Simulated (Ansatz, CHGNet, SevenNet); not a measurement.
Elastic constant C11 (GPa) of solids drawn from the class of oxides, from the machine-learned potential CHGNet 0.3.0 (trained on PBE and PBE+U data); the machine-learned potential CHGNet-r²SCAN (trained on r²SCAN data); the machine-learned potential SevenNet-0 (trained on PBE and PBE+U data); the machine-learned potential SevenNet-l3i5 (trained on PBE and PBE+U data); PBE (PAW; Ansatz, an electronic-structure program); r²SCAN in Ansatz (PAW).

```csv
solid,CHGNet 0.3.0,CHGNet-r²SCAN,SevenNet-0,SevenNet-l3i5,PBE,r²SCAN
rutile TiO2,251,234,246,261,257,[?]
A-type hexagonal La2O3,164,171,185,191,196,[?]
cubic perovskite KTaO3,394,350,399,409,414,462
rutile SnO2,170,193,206,210,209,254
cubic perovskite BaHfO3,270,286,308,308,309,340
rock-salt CaO,191,201,194,195,201,231
rock-salt SrO,130,171,150,162,160,183
cubic perovskite BaZrO3,278,264,284,290,291,319
```

What belongs in the gaps?


- rutile TiO2, r²SCAN: 291
- A-type hexagonal La2O3, r²SCAN: 212

The levels part most in proportion for rutile SnO2 (170 to 254 GPa) and least for cubic perovskite BaZrO3 (264 to 319 GPa).

Ansatz's runs of these crystals have no spin polarisation.

Each level is taken at its own relaxed cell. Ansatz's density-functional and Hartree–Fock values are scalar-relativistic unless marked +SOC, with PAW data made under PBE.

Machine-learned potentials (CHGNet 0.3.0, CHGNet-r²SCAN, SevenNet-0, SevenNet-l3i5) are trained on DFT data: a solid inside that data is no test of them.
